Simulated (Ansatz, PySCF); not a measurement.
System: C4H3S (charge 0, doublet). It need not be the lowest isomer of its formula. 
Coordinates optimised at B3LYP-D3(BJ)/def2-TZVP (Ansatz, a program for electronic structure):
SMILES: c1csc[c]1
```xyz
8

S      0.0011     0.0182     1.1362
C      0.0026     1.2954    -0.0469
C     -0.0025    -1.2024    -0.0775
C      0.0003     0.7306    -1.2666
C     -0.0026    -0.6765    -1.3412
H      0.0050     2.3282     0.2558
H     -0.0044    -2.2424     0.2072
H     -0.0047    -1.2602    -2.2485
```
Charge 0, spin multiplicity 2.

Dipole moments at this geometry, in debye (magnitudes).

```tsv
level	program	dipole (D)
SVWN5/def2-TZVPD	Ansatz	0.65
PBE/def2-TZVPD	Ansatz	0.59
revPBE/def2-TZVPD	Ansatz	0.57
B97M-V/def2-TZVPD	Ansatz	0.53
PBE0/def2-TZVPD	Ansatz	0.56
TPSSh/def2-TZVPD	PySCF	___
r2SCANh/def2-TZVPD	Ansatz	0.53
r2SCAN0/def2-TZVPD	Ansatz	0.52
M06-2X/def2-TZVPD	PySCF	0.54
CAM-B3LYP/def2-TZVPD	Ansatz	0.57
LC-wPBE/def2-TZVPD	Ansatz	0.57
wB97M-V/def2-TZVPD	Ansatz	0.60
wB97X-V/def2-TZVPD	Ansatz	___
```

Task: What belongs in the gaps?

Result: 
- TPSSh/def2-TZVPD, dipole (D): 0.55
- wB97X-V/def2-TZVPD, dipole (D): 0.59
